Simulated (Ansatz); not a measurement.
Interaction energy ladder

The pair of H2O (SMILES O, atoms 1–3) and H2S (SMILES S, atoms 4–6), both closed shells, in one local arrangement (a lower one may exist), relaxed at PBE0-D4/def2-TZVP:

```xyz
6
angstrom
O 0.0200 0.3656 -1.3412
H -0.7953 0.2256 -1.8279
H 0.7133 -0.0283 -1.8753
S 0.1045 0.2359 2.1246
H 0.0717 0.2884 0.7779
H -0.1142 -1.0871 2.1421
```

Computed with Ansatz 0.2.0 (basis: def2-TZVPPD, with def2-QZVPPD for the basis limit); correlated methods freeze the cores. B3LYP uses VWN-RPA correlation. Extrapolation: Hartree–Fock as exp(−7.88 √X), correlation as X^−2.97. Interaction energies count from these two fragments, frozen as in the pair, with the counterpoise correction; negative means bound.

Problem. What is the interaction energy by CCSD(T) at an estimated basis limit (MP2 extrapolated from triple and quadruple zeta, plus CCSD(T) − MP2 in triple zeta)? (An estimate is asked for; the value comes from the calculation.)

Solution. By the calculation: -10.4 kJ/mol. Hartree–Fock alone gives -3.6 kJ/mol at the basis limit. It counts from the two fragments frozen as in the pair.

The same quantity by other methods in triple zeta, and each one's difference from that estimate:
```
   method  E_int (kJ/mol)  difference
   PBE-D4           -12.4        -2.0
revPBE-D4            -9.6         0.8
  BLYP-D4           -10.0         0.4
r2SCAN-D4           -11.1        -0.7
   B97M-V           -11.1        -0.7
  PBE0-D4           -11.9        -1.4
 B3LYP-D4           -10.7        -0.3
 HSE06-D4           -11.9        -1.5
  wB97X-V           -10.4         0.0
  wB97M-V           -10.1         0.4
   B2PLYP            -8.8         1.7
       HF            -3.7         6.8
      MP2            -9.9         0.5
     CCSD            -8.0         2.4
  CCSD(T)            -9.0         1.4
```
Differences are method less estimate.

Problem. Which atoms make the shortest contact between the fragments?

Solution. O1 and H5, 2.12 Å apart.

Basis-set superposition shift (counterpoise-corrected less uncorrected): CCSD(T) 1.7; MP2 1.6; HF 0.1; PBE0-D4 0.2; wB97M-V 0.2 kJ/mol.

No T1 diagnostic of these runs exceeds 0.011.

For scale, one of the runs: CCSD(T)/def2-TZVPPD, 159 basis functions, launched by `ansatz run in.yaml --threads 2 --pin off --events-out ev --progress --plain --max-ram 5222MiB`. Time: 21 s of wall clock on 2 CPU threads of an Arm Neoverse N1; the host was shared. Peak host memory: 1.1 GiB.
